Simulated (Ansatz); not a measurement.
**BH₅OS (built from SMILES BO.S): search for a transition state**

Aim: find the saddle point of a four-centre ligand exchange that is to form B1–S6, O2–H5 and break B1–O2, H5–S6, prove it by its vibrations, and relax downhill on both sides to see what it joins.

The runs use Ansatz 0.2.0, Gaussian basis; PBE0-D4, def2-SVP first, then def2-TZVP.

152 further runs of the same task are left out: 152 set aside as unsound or not needed.

### 1 The system as given

The guess: 8 atoms, charge 0, spin multiplicity 1.

Atoms are counted from 1 here; the program's logs count them from 0.

Bond lengths: B1–O2 1.551 Å, B1–H3 1.175 Å, B1–H4 1.178 Å, B1–S6 2.015 Å, O2–H7 0.959 Å, H5–S6 1.587 Å, S6–H8 1.329 Å. Angles: O2–B1–H3 111.5°, O2–B1–H4 113.3°, O2–B1–S6 91.9°, H3–B1–H4 118.4°, H3–B1–S6 109.8°, H4–B1–S6 108.8°, B1–O2–H7 112.3°, B1–S6–H5 60.3°, B1–S6–H8 96.9°, H5–S6–H8 92.8°.

Coordinates:

```
atom    x (Å)    y (Å)    z (Å)
  B1  -0.5448  -0.2440  -0.4070
  O2   0.7250   0.5696  -0.7692
  H3  -0.4565  -1.3604  -0.7639
  H4  -1.5472   0.3361  -0.6245
  H5   0.8128   0.5970   0.5200
  S6  -0.1417  -0.1244   1.5632
  H7   0.5137   1.4238  -1.1507
  H8   0.6387  -1.1978   1.6321
```

Distances that are to change: B1–S6 2.01 Å, O2–H5 1.29 Å, B1–O2 1.55 Å, H5–S6 1.59 Å.

### 2 Constrained relaxation of the guess

Contents of hold/in.yaml:

```yaml
crystal:
  periodic: [false, false, false]
  atoms:
    - {symbol: B, position_ang: [-0.544800, -0.244000, -0.407000]}
    - {symbol: O, position_ang: [0.725000, 0.569600, -0.769200]}
    - {symbol: H, position_ang: [-0.456500, -1.360400, -0.763900]}
    - {symbol: H, position_ang: [-1.547200, 0.336100, -0.624500]}
    - {symbol: H, position_ang: [0.812800, 0.597000, 0.520000]}
    - {symbol: S, position_ang: [-0.141700, -0.124400, 1.563200]}
    - {symbol: H, position_ang: [0.513700, 1.423800, -1.150700]}
    - {symbol: H, position_ang: [0.638700, -1.197800, 1.632100]}
basis:
  gaussian: {orbitals: def2-SVP}
hamiltonian: {xc: pbe0, dispersion: d4}
relax: {f_tol: 0.04, max_steps: 150, escape_saddle: false, constraints: [{distance: [0, 5]}, {distance: [1, 4]}, {distance: [0, 1]}, {distance: [4, 5]}]}
```

Run with:

```console
$ ansatz run in.yaml --threads 2 --pin off --events-out ev --progress --plain --max-ram 4352MiB
```

The runs that follow: Force constants to start from; Saddle search in the small basis; Saddle search in triple zeta; Checking the order of the point; Relaxing after a step of 0.30 Å one way along the mode; Relaxing after a step of 0.30 Å the other way along the mode.

Before running it: what results should come out? Wanted: imaginary mode; barrier from the start side; barrier from the end side; energy of the step; pairs that change; zero-point energy at the saddle.

**Answer**, as computed:

| quantity | value |
| --- | --- |
| imaginary mode | 1113i cm⁻¹ |
| barrier from the start side | 17.8 kcal/mol |
| barrier from the end side | 13.6 kcal/mol |
| energy of the step | +4.2 kcal/mol |
| pairs that change | B1–S6 formed, O2–H5 formed, B1–O2 loosened, H5–S6 broken |
| zero-point energy at the saddle | 1.417 eV |

The point has a single imaginary mode (1113i cm⁻¹), as a transition state must. Going downhill both ways gives the intended start and end. A bond meant to break is only loosened at the end: the products stay bound as an adduct. At PBE0-D4/def2-TZVP the electronic barrier is 17.8 kcal/mol, about 30 kT at 298 K, and the step runs 4.2 kcal/mol uphill. The barrier is thin enough for tunnelling; the leading (Wigner) term alone is a factor of 2.2 at 298 K. A step off the saddle overshot and began above it in energy, so the link to its end is likely but not proven. Lower complexes than these ends may exist.
